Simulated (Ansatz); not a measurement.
A calculation with Ansatz (development build ahead of 0.2.0).

```yaml
crystal:
  periodic: [false, false, false]
  atoms:
    - { symbol: C, position_ang: [0.06571, -0.68308, 0.17736] }
    - { symbol: C, position_ang: [-0.07162, 0.7756, -0.20017] }
    - { symbol: H, position_ang: [0.62769, 1.16418, -0.95746] }
    - { symbol: H, position_ang: [-1.02384, 1.25082, -0.06046] }
    - { symbol: H, position_ang: [1.07204, -1.03727, 0.03741] }
    - { symbol: H, position_ang: [-0.35067, -0.88628, 1.16195] }
    - { symbol: H, position_ang: [-0.6082, -1.32871, -0.43534] }
basis:
  gaussian: { orbitals: def2-SVP }
magnetization:
  spin_polarized: true
  initial_magnetization: 1
hamiltonian:
  xc: hf
output:
  forces: true
```

The input is written out in the form of the current development build from the run's settings.

Results

```
Converged                       : yes
Total energy                    : -78.53946 hartree
Spin squared of the determinant : 0.762
Stability test                  : minimum
```

Forces (eV/Å):
| atom | Fx | Fy | Fz |
| --- | --- | --- | --- |
| C1 | -1.671 | 0.184 | -0.684 |
| C2 | 0.880 | -0.923 | -0.427 |
| H3 | -0.554 | 0.039 | 0.465 |
| H4 | -0.257 | 0.375 | -0.006 |
| H5 | 0.442 | -0.256 | 0.324 |
| H6 | 0.611 | 0.141 | 0.501 |
| H7 | 0.550 | 0.441 | -0.173 |
